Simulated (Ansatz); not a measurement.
```yaml
crystal:
  periodic: [false, false, false]
  atoms:
    - {symbol: C, position_ang: [-1.124353, 0.665164, -0.441409]}
    - {symbol: C, position_ang: [-0.105194, 0.043062, 0.002661]}
    - {symbol: Si, position_ang: [1.143855, -0.753031, 0.514803]}
basis:
  gaussian: {orbitals: def2-mTZVP}
total_charge: 1
magnetization: {spin_polarized: true, initial_magnetization: 1}
hamiltonian: {xc: {name: BHLYP}, dispersion: d4}
accuracy: high
scf: {max_iter: 3}
output: {forces: true}
```

```sh
$ ansatz run in.yaml --threads 2 --pin off --events-out ev --progress --plain --max-ram 32768MiB --backend cpu
```

Task: How does Ansatz answer? (An estimate is asked.)

Result: Ansatz gave: The program refused the input.
```
Error: invalid value for `basis.gaussian`: such a run doesn't read scf.max_iter; remove what it names
```
